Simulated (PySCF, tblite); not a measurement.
Potential energy curve for SMILES N. The N1–H4 bond (N1 also carries H, H; H4 carries nothing else) is stretched with both fragments frozen at the PBE0/def2-TZVP optimised geometry.

- GFN2-xTB, 300 K electronic temperature (tblite)
- UCCSD(T) = CCSD(T) on UHF/cc-pVDZ, 1 core orbital frozen in PySCF

Energies relative to the lowest point of each curve near equilibrium, in eV; the last columns give the difference from UCCSD(T):

```
R / Å  GFN2-xTB  UCCSD(T)  GFN2-xTB − UCCSD(T)
-----  --------  --------  -------------------
0.77      2.392     2.560               -0.168
0.80      1.679     1.840               -0.161
0.85      0.851     0.977               -0.126
0.92      0.229     0.291               -0.062
0.94      0.134     0.180               -0.046
0.99      0.012     0.024               -0.012
1.01      0.000     0.002               -0.002
1.03      0.005     0.000                0.005
1.07      0.058     0.044                0.013
1.12      0.183     0.171                0.012
1.19      0.433     0.442               -0.008
1.24      0.645     0.677               -0.032
1.37      1.253     1.365               -0.112
1.51      1.929     2.120               -0.191
1.67      2.666     2.901               -0.235
1.80      3.210     3.426               -0.216
2.04      4.060     4.139               -0.080
2.22      4.564     4.429                0.135
2.48      5.113     4.585                0.528
2.72      5.464     4.627                0.836
3.06      5.768     4.648                1.120
3.51          —     4.658                    —
```

GFN2-xTB is furthest from UCCSD(T) at 3.06 (1.120 eV, above); its mean absolute difference over the points is 0.195 eV.

Dashes: no converged value, or the column stops at the first point that the program doubted or that broke a chosen test of continuity, which isn't proof of a fault.

The unrestricted determinant behind UCCSD(T) is spin-contaminated at 1.51 to 3.51 Å (<S²> up to 1.0, against 0.00 for a pure singlet).
